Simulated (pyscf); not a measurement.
Optimised with ωB97X-D3(BJ)/def2-SVP in PySCF. Correlated levels are frozen-core, on RHF or UHF. ΔMP2 is the change of the MP2 total energy from the triple- to the quadruple-zeta basis.

Task: Estimate the classical barrier height and the reaction energy of GeH₂ (SMILES [GeH2]) [singlet] + H₃C–CH₃ (SMILES CC) → GeH₄ (SMILES [GeH4]) + H₂C=CH₂ (SMILES C=C) at CCSD(T)/def2-TZVPP + ΔMP2(QZVPP). The step runs on the singlet surface, breaks C–H, C–H and forms Ge–H, Ge–H; take the separated reactants as zero.

Result: ΔE‡ = 44.9 kcal/mol, ΔE = -6.3 kcal/mol. Zero-point energy shifts the barrier by -3.9 kcal/mol. It is a concerted two-bond exchange, with an imaginary mode of 1627i cm⁻¹. On the reactant side the descent ends in a complex (not fully relaxed), 5.1 kcal/mol under the separated species and 52.0 kcal/mol under the saddle at ωB97X-D3(BJ)/def2-TZVP. At ωB97X-D3(BJ) the barrier from the zero used here is 46.9 kcal/mol. This is the saddle that the search found; another between the same sides may lie lower. The CCSD(T) − MP2 part came from Ansatz, without density fitting, on the same reference. The frozen core leaves the outer d or s,p core shells of the metals and heavy elements correlated in the MP2 and CC values, and def2-TZVPP describes them poorly, which can shift differences by a few kcal/mol. Elements up to Kr have no core potential and no relativistic terms here.
